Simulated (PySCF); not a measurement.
MgO: energy against distance

Set-up: PySCF, no relativity, basis sets Mg aug-cc-pVDZ, O aug-cc-pVDZ. Energies in eV from Mg + O in their ground configurations at the same level. State: ³Π (triplet), unpaired electrons σ ↑, π ↑.

All columns are UHF. A positive dipole means Mg(−)O(+).

```tsv
R (Å)	E (eV)	μ (D)	Mulliken charge on Mg (basis-dependent)	HOMO (eV)	LUMO (eV)	Mayer bond order	⟨S²⟩
1.632	-0.621	-2.32	0.86	-7.48	-0.01	0.11	2.01
1.708	-1.050	-2.62	0.84	-7.59	-0.06	0.16	2.01
1.784	-1.270	-2.93	0.81	-7.69	-0.11	0.24	2.01
1.841	-1.337	-3.18	0.78	-7.77	-0.15	0.30	2.01
1.898	-1.341	-3.42	0.76	-7.85	-0.19	0.35	2.01
1.955	-1.299	-3.67	0.74	-7.93	-0.24	0.40	2.01
2.031	-1.190	-4.00	0.71	-8.03	-0.30	0.44	2.01
2.126	-0.999	-4.41	0.69	-8.16	-0.37	0.47	2.02
2.240	-0.725	-4.83	0.67	-8.29	-0.46	0.49	2.03
2.392	-0.347	-4.96	0.61	-8.35	-0.49	0.53	2.08
```

A fit through these points gives, at Re = 1.874 Å, μ = -3.32 D and dμ/dR = -4.34 D/Å; the reduced mass is 9.596 u.

**Question.** How strong is the fundamental in the double-harmonic approximation, I = 42.26·(dμ/dR)²/μred km/mol?

**Answer.** I = 42.26·(-4.34)²/9.596 = 83.0 km/mol at UHF.

Hartree–Fock leaves out correlation, which carries a large part of most bond energies and some tenths to 1 eV of ionisation energies. The state was picked by a PBE0 search and need not be the measured ground state.
